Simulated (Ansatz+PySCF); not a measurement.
**singlet NH₃: levels of theory in one basis**

```tsv
atom	x (Å)	y (Å)	z (Å)
N	0.0000	0.0000	0.1824
H	1.4038	0.0000	-0.4255
H	-0.7019	1.2157	-0.4255
H	-0.7019	-1.2157	-0.4255
```

Basis set: 6-31G* (spherical functions). Frozen core: 1 orbital. Charge 0, multiplicity 1.

Computed with Ansatz (development build ahead of 0.2.0); each method stands on the lowest determinant of its kind that the runs found. NEVPT2 correlates all electrons. Active spaces start from the frontier orbitals, and the lowest solution found is given.

| method | E − E(RHF) (eV) | <S²> of the determinant |
| --- | --- | --- |
| RHF | 0.00 | 0.00 |
| UHF | -0.88 | 1.30 |
| RHF-MP2 | -6.02 | – |
| UHF-MP2 | -4.51 | 1.30 |
| RHF-CCSD(T) | -7.12 | – |
| UHF-CCSD(T) | -6.93 | 1.30 |
| RHF-CCSDT(Q) | -7.17 | – |
| UHF-CCSDT(Q) | -7.14 | 1.30 |
| full CI (lowest root of this spin) | -7.17 | – |
| CASSCF(8,7) | -4.40 | – |
| SC-NEVPT2(8,7) | -6.76 | – |

(1) What does RHF-CCSD give on the same scale?

(2) Is a single determinant a sound starting point here?

Results:

(1) -6.83 eV.

At such a shape the full CI root can have another spatial symmetry than the determinants, so the rows needn't describe one state.

(2) It is doubtful. Unrestricted orbitals lower Hartree–Fock by 0.88 eV and <S²> is 1.30 where a pure state has 0.00, a sign of strong static correlation. The CASSCF(8,7) natural occupations are 1.99, 1.88, 1.88, 1.88, 0.13, 0.12, 0.12.

Caution for RHF, RHF-MP2, RHF-CCSD, RHF-CCSD(T), RHF-CCSDT(Q): an unrestricted determinant lies well below. Caution for UHF, UHF-MP2, UHF-CCSD(T), UHF-CCSDT(Q): the unrestricted determinant is a mixture of spin states. Caution for RHF-MP2, UHF-MP2, RHF-CCSD, RHF-CCSD(T), UHF-CCSD(T), RHF-CCSDT(Q), UHF-CCSDT(Q): bonds are stretched, where a single reference can fail. Caution for UHF-MP2, UHF-CCSD(T), UHF-CCSDT(Q): a plain start can end on a higher determinant. Caution for UHF-MP2, UHF-CCSD(T): another reference gives a lower total. Caution for UHF-CCSD(T): the program doubts this total.
